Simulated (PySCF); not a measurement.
Basis set benchmark on one molecule

Molecule: `O=S(C)(=O)Cl`, CH$_{3}$ClO$_{2}$S.

Bonds (- single, = double, # triple, : aromatic): C1-S2 1.775 Å, S2=O3 1.445 Å, S2=O4 1.445 Å, S2-Cl5 2.100 Å. C1 carries H6, H7, H8.

Geometry PBE0-D3(BJ)/def2-SVP throughout; GIAO in PySCF 2.14.0 with density-fitted response routines, gas phase, one conformer, non-relativistic; equivalent atoms averaged; functional PBE0.

Reference values (measured; solution, not stated per compound (mostly CDCl3 or CCl4); Pretsch, Buehlmann, Badertscher, Structure Determination of Organic Compounds, 4th ed. (2009)): δ(C1) = 52.6 ppm. Computed shifts are taken against TMS, calculated as an isolated molecule at each level.

How do the basis sets pcSseg-0, cc-pVDZ, aug-cc-pVDZ, cc-pVTZ, IGLO-III perform against the reference? Times are CPU seconds on 1 thread of an Arm Neoverse V1, shared host.

Results:


```csv
basis set,functions,C1,abs. error C,core-s
pcSseg-0,59,65.2,12.6,3.9
cc-pVDZ,93,52.8,0.2,6.5
aug-cc-pVDZ,150,53.3,0.7,11
cc-pVTZ,200,54.3,1.7,16
IGLO-III,223,56.9,4.3,17
```

For 13C the closest is cc-pVDZ (0.2 ppm) and the furthest pcSseg-0 (12.6 ppm). Where a smaller basis beats a larger one, errors probably cancel. One molecule is a small sample, and vibrational and solvent effects are absent from the calculation.

A small basis that lands close on one nucleus may do so by chance; judge by the trend and by all nuclei.
